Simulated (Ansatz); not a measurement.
Results of LDA (plane waves, PAW; Ansatz, a program for electronic structure) for rock-salt EuN.

Settings: plane-wave cutoff 500 eV, 14×14×14 k mesh, Fermi–Dirac smearing 0.05 eV, spin-polarised start, scalar-relativistic PAW data made under PBE.

Computed at the level's own relaxed cell.

**Question.** Give the computed equilibrium volume per atom and lattice constant a.

**Answer.** 
- equilibrium volume per atom: 14.87 Å³/atom
- lattice constant a: 4.918 Å

The run finds no gap.

Note: the magnetic order was assumed, not searched for or taken from measurement; the 4f shell is treated without U or exact exchange, so its levels and filling can be wrong; the volume lies 6 % below that of the published cell.

Spin–orbit coupling is not included.
